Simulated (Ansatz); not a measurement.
A made-up structure of CH₆Al₂, closed shell:

Al1  (-0.792, 0.898, -1.188)
C2  (0.669, 0.068, -0.225)
Al3  (0.258, -0.952, 1.368)
H4  (-1.544, 0.098, -2.337)
H5  (-1.262, 2.368, -0.811)
H6  (1.169, -0.614, -0.924)
H7  (1.207, -2.124, 1.560)
H8  (-0.068, -2.503, 1.258)
H9  (0.216, -0.234, 2.785)
(Å)

It is relaxed with PBE-D4/def2-SVP and then PBE0-D4/def2-TZVP (Ansatz 0.2.0). Atoms count as bonded within 1.22 times the sum of their covalent radii (H–H: 0.88 Å). The end point is not checked to be a true minimum.

Problem. Does its bonding change? (Judge from chemistry; the calculation decides.)

Solution. By the calculation: Yes. Formed: Al1–Al3, Al3–H5, H7–H8; broken: Al3–H7, Al3–H8.

Where it ends: The first stage lowers the energy by 2.94 eV in 23 steps. It ends as a complex of CH₄Al₂ ([H]1[AlH]2[CH][AlH]12) + H₂:
```csv
atom,x (Å),y (Å),z (Å)
Al1,-0.7105,0.7679,-1.4732
C2,0.0812,-0.7032,-0.7093
Al3,-0.2153,0.1277,0.9015
H4,-1.2511,1.6780,-2.6420
H5,-0.9657,1.5122,0.1010
H6,0.5180,-1.6297,-1.0556
H7,1.3435,-2.5648,2.3185
H8,1.2510,-2.5061,1.5789
H9,-0.1980,0.3227,2.4653
```

Labels in which every atom is bracketed show which atoms are joined, not bond orders.

For scale, one of the runs: PBE0-D4/def2-TZVP relaxation, 141 basis functions, launched by `ansatz run in.yaml --threads 2 --pin off --events-out ev --progress --plain --max-ram 4352MiB`. Hardware: 2 CPU threads of an Arm Neoverse V2, shared host. Wall time about 21 s.
